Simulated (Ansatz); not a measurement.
Geometry optimisation, RKS r2SCAN/def2-SVP in Ansatz.

The input (input.yaml):

```yaml
crystal:
  periodic: [false, false, false]
  atoms:
    - { symbol: C, position_ang: [1.21965, 0.10651, -0.60372] }
    - { symbol: "N", position_ang: [0.38759, -0.21248, 0.55496] }
    - { symbol: Al, position_ang: [0.60834, -2.15614, 1.14932] }
    - { symbol: H, position_ang: [2.28641, -0.02749, -0.4078] }
    - { symbol: H, position_ang: [0.91944, -0.53185, -1.43282] }
    - { symbol: H, position_ang: [1.03005, 1.13874, -0.89311] }
    - { symbol: H, position_ang: [-0.59497, -0.04973, 0.33856] }
    - { symbol: H, position_ang: [0.61911, 0.40159, 1.33462] }
    - { symbol: H, position_ang: [-0.39897, -2.06727, 2.35384] }
    - { symbol: H, position_ang: [0.13147, -2.86316, -0.17056] }
    - { symbol: H, position_ang: [2.14758, -2.14121, 1.46377] }
basis:
  gaussian: { orbitals: def2-SVP }
hamiltonian:
  xc: r2scan
relax:
  f_tol: 0.015
  max_steps: 40
output:
  orbitals: {}
```

Run as:

```bash
$ ansatz run input.yaml --threads 2 --pin off --max-ram 3072MiB --backend cpu --events-out ev --progress --plain --runs-dir out
```

Where does it end, and by what steps?

The run converged. After 5 steps the energy has fallen by 0.082 eV; H9 moved furthest, 0.09 Å.

```tsv
step	energy less start (eV)	largest force component (eV/Å)	accepted
0	0.0000	0.522	yes
1	-0.0755	0.142	yes
2	-0.0821	0.047	yes
3	-0.0823	0.018	yes
4	-0.0823	0.013	no
5	-0.0823	0.002	yes
```

```xyz
11
Properties=species:S:1:pos:R:3
C 1.209 0.151 -0.637
N 0.392 -0.205 0.540
Al 0.596 -2.159 1.170
H 2.266 -0.024 -0.398
H 0.935 -0.512 -1.469
H 1.070 1.200 -0.942
H -0.600 -0.040 0.348
H 0.621 0.406 1.329
H -0.418 -2.136 2.416
H 0.114 -2.915 -0.165
H 2.171 -2.169 1.494
```

Run time: 10 s on 2 threads of INTEL(R) XEON(R) PLATINUM 8581C CPU @ 2.10GHz (Emerald Rapids) (shared host), peak memory 0.16 GiB.
